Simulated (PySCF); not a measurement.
How methods differ on the ionisation energy of O

O [He] 2s2 2p4 (3P) → O⁺ [He] 2s2 2p3 (4S), as a difference of total energies. Calculation: PySCF 2.14, in aug-cc-pVDZ-DK (4s3p2d, 23 functions); the spin-free X2C one-electron Hamiltonian (Gaussian nucleus). Correlated levels: valence: 1s2 frozen. The calculations carry no spin-orbit coupling.

| method | ionisation energy (eV) |
| --- | --- |
| UHF | 12.047 |
| PBE0 | 13.842 |
| r2SCAN | 13.711 |
| MP2 (valence) | 13.086 |
| SCS-MP2 (valence) | 13.105 |
| CCSD (valence) | 13.110 |
| CCSD(T) (valence) | 13.138 |

Errors of the correlated levels include the incompleteness of this basis and the frozen core.

Task: Which method comes closest to the reference value, and which is furthest?

Result: The reference is 13.608 eV (measured; NIST levels, between the centres of gravity of the two terms). Closest: r2SCAN (error 0.103 eV); furthest: UHF (error -1.561 eV).
